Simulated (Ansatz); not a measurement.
A made-up structure of Al2H3Cl, singlet:

```xyz
6
angstrom
Al -0.9108 0.2532 -0.9745
Al 0.8627 -0.4181 0.8066
Cl 1.3110 1.0099 2.2995
H -1.3229 -0.7476 -2.1426
H -1.6160 1.6774 -0.9322
H -0.3114 1.5241 -0.3950
```

It is relaxed with PBE-D4/def2-SVP and then PBE0-D4/def2-TZVP (Ansatz 0.2.0). Atoms count as bonded within 1.22 times the sum of their covalent radii (H–H: 0.88 Å). The end point is not checked to be a true minimum.

**Question.** Does its bonding change? (Judge from chemistry; the calculation decides.)

**Answer.** The calculation gives: No: no bond forms or breaks.

Where it ends: The first stage lowers the energy by 2.48 eV in 9 steps. It ends as Al₂H₃Cl ([AlH3][Al][Cl]):
```json
{"atom": "Al1", "x (Å)": "-1.0411", "y (Å)": "0.5446", "z (Å)": "-1.1179"}
{"atom": "Al2", "x (Å)": "0.1150", "y (Å)": "0.0846", "z (Å)": "1.1405"}
{"atom": "Cl3", "x (Å)": "1.7919", "y (Å)": "0.6716", "z (Å)": "2.2737"}
{"atom": "H4", "x (Å)": "-0.8408", "y (Å)": "-0.7044", "z (Å)": "-2.0670"}
{"atom": "H5", "x (Å)": "-2.3637", "y (Å)": "1.3716", "z (Å)": "-0.8568"}
{"atom": "H6", "x (Å)": "0.3514", "y (Å)": "1.3309", "z (Å)": "-0.7109"}
```

Labels in which every atom is bracketed show which atoms are joined, not bond orders.

For scale, one of the runs: PBE0-D4/def2-TZVP relaxation, 129 basis functions, launched by `ansatz run in.yaml --threads 2 --pin off --events-out ev --progress --plain --max-ram 4352MiB`. Hardware: 2 CPU threads of an Intel Xeon Platinum 8259CL, shared host. Wall time about 22 s.
